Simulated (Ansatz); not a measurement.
A run of Ansatz (development build ahead of 0.2.0) on singlet C2H4O2 at this shape:

```tsv
atom	x (Å)	y (Å)	z (Å)
C	0.0000	0.1546	0.0000
O	0.1664	1.3601	0.0000
O	-1.2364	-0.4150	0.0000
H	-1.8676	0.3336	0.0000
C	1.0738	-0.8927	0.0000
H	2.0482	-0.4081	0.0000
H	0.8110	-2.4818	2.2044
H	0.9687	-1.5284	-0.8817
```

Its results:

```yaml
Converged: yes
Total_energy: -228.94467 hartree
Spin_squared_of_the_determinant: 0.915
Stability_test: minimum
```

Problem. Which input gives this output? Name the method, the orbitals and the basis set, and write the input.

Solution. ωB97X (unrestricted) in pcseg-2.

```yaml
crystal:
  periodic: [false, false, false]
  atoms:
    - { symbol: C, position_ang: [0.0, 0.1546, 0.0] }
    - { symbol: O, position_ang: [0.1664, 1.3601, 0.0] }
    - { symbol: O, position_ang: [-1.2364, -0.415, 0.0] }
    - { symbol: H, position_ang: [-1.8676, 0.3336, 0.0] }
    - { symbol: C, position_ang: [1.0738, -0.8927, 0.0] }
    - { symbol: H, position_ang: [2.0482, -0.4081, 0.0] }
    - { symbol: H, position_ang: [0.811, -2.4818, 2.2044] }
    - { symbol: H, position_ang: [0.9687, -1.5284, -0.8817] }
basis:
  gaussian: { orbitals: pcseg-2 }
magnetization:
  spin_polarized: true
hamiltonian:
  xc: { name: wB97X }
```

Caution: charge can spread falsely over distant fragments; the unrestricted determinant is a mixture of spin states.
